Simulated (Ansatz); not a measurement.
# CH4AlCl: small, medium and large basis sets

One table from this session's results is given with a row withheld; the runs are named, their logs left out.

Method: one geometry, several basis sets; program: Ansatz 0.2.0, Gaussian basis.

The runs, in order: PBE0-D4/def2-SVP; ωB97M-V/def2-SVP; PBE0-D4/def2-QZVPP; ωB97M-V/def2-QZVPP; CCSD(T)/cc-pV(D+d)Z; CCSD(T)/cc-pV(T+d)Z; CCSD(T)/cc-pV(Q+d)Z; the functionals' def2-TZVPP values are taken from earlier runs.

## The geometry

All runs share one geometry, relaxed beforehand with PBE0-D4 in a triple-zeta def2 set.

SMILES `[CH3][AlH][Cl]`, 7 atoms, charge 0, spin multiplicity 1.

Atoms are counted from 1 here; the program's logs count them from 0.

Bond lengths: C1–Al2 1.938 Å, C1–H4 1.095 Å, C1–H5 1.091 Å, C1–H6 1.095 Å, Al2–Cl3 2.105 Å, Al2–H7 1.579 Å. Angles: Al2–C1–H4 110.5°, Al2–C1–H5 112.6°, Al2–C1–H6 110.6°, H4–C1–H5 108.2°, H4–C1–H6 106.5°, H5–C1–H6 108.2°, C1–Al2–Cl3 119.4°, C1–Al2–H7 124.6°, Cl3–Al2–H7 116.1°.

Set-up of the first run:

File in.yaml:

```yaml
crystal:
  periodic: [false, false, false]
  atoms:
    - {symbol: C, position_ang: [-0.712193, 0.523037, -0.285539]}
    - {symbol: Al, position_ang: [0.857129, -0.506653, 0.197563]}
    - {symbol: Cl, position_ang: [0.695712, -2.008132, 1.663909]}
    - {symbol: H, position_ang: [-0.538844, 1.590278, -0.112359]}
    - {symbol: H, position_ang: [-1.598412, 0.225680, 0.277738]}
    - {symbol: H, position_ang: [-0.932144, 0.413779, -1.352526]}
    - {symbol: H, position_ang: [2.289851, -0.305990, -0.434588]}
basis:
  gaussian: {orbitals: def2-SVP}
hamiltonian: {xc: pbe0, dispersion: d4}
output: {orbitals: {seedname: orbitals}}
```

Command:

```
> ansatz run in.yaml --threads 2 --pin off --events-out ev --progress --plain --max-ram 32768MiB --backend cpu
```

Steps of the session up to this table: PBE0-D4 in def2-SVP; ωB97M-V in def2-SVP; PBE0-D4 in def2-QZVPP; ωB97M-V in def2-QZVPP.

One table of the session follows, with a row left open; its other results are not shown here.

```
functional       basis  HOMO (eV)
   PBE0-D4    def2-SVP      -8.13
   PBE0-D4  def2-TZVPP      -8.21
   PBE0-D4  def2-QZVPP      -8.23
   ωB97M-V    def2-SVP     -10.30
   ωB97M-V  def2-TZVPP     -10.42
   ωB97M-V  def2-QZVPP          ?
```

Estimate the missing values for ωB97M-V, def2-QZVPP.

**Answer.** HOMO (eV): -10.44. In the column «HOMO (eV)» it is the lowest.
